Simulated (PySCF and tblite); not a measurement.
The numbers below are computed, except where a source is named.
C7H8, numbered as in [CH2:1]=[CH:2][CH:3]1[CH:4]=[CH:5][CH:6]=[CH:7]1.

The ensemble was built from 90 distance-geometry starts (ETKDG and KDG, MMFF94s, GFN2-xTB) and rests on GFN2-xTB geometries. Free energies are B3LYP-D3(BJ)/pcSseg-1 (IEF-PCM, chloroform) single points with GFN2-xTB rigid-rotor and vibrational terms (modes under about 100 cm⁻¹ blended into free rotors). Symmetry numbers and mirror images are counted. Conformers within 2.5 kcal/mol (GFN2-xTB free energy) were kept, 4 at most. Couplings: B3LYP/6-31G* with pcJ-1 on H (gas phase; spin-dipole term only for pairs with B, N, F, Si or P). Couplings are for ¹H. H–H couplings come out 0.1 to 0.9 Hz lower than with pcJ-1 on all atoms. Of two unlike H on one atom, a is the less shielded (B3LYP/pcSseg-1 (IEF-PCM, chloroform)). Run with PySCF (density fitting) and tblite.

Torsions listed: C1–C2–C3–C4. The 5-ring runs over atoms 3–4–5–6–7. Of a mirror pair one member is shown.

| conformer | shape | weight % |
| --- | --- | --- |
| 1 | 5-ring flat; -123° | 81.1 |
| 2 | 5-ring flat; 10° | 18.9 |

Dihedral angles along the coupling paths:

```csv
coupling,conformer,dihedral (°)
"³J(H1b,H2)",1,0
"³J(H1b,H2)",2,1
"³J(H1a,H2)",1,-180
"³J(H1a,H2)",2,-179
"³J(H2,H3)",1,180
"³J(H2,H3)",2,-48
"³J(H5,H6)",1,0
"³J(H5,H6)",2,0
```

Q: What are these vicinal couplings in each conformer, and averaged?

A: 
```tsv
coupling	conformer	dihedral (°)	J (Hz)	average (Hz)
³J(H1b,H2)	1	0	10.9	11.0
³J(H1b,H2)	2	1	11.4	11.0
³J(H1a,H2)	1	-180	16.1	16.2
³J(H1a,H2)	2	-179	16.7	16.2
³J(H2,H3)	1	180	9.9	9.4
³J(H2,H3)	2	-48	7.2	9.4
³J(H5,H6)	1	0	2.7	2.7
³J(H5,H6)	2	0	2.8	2.7
```
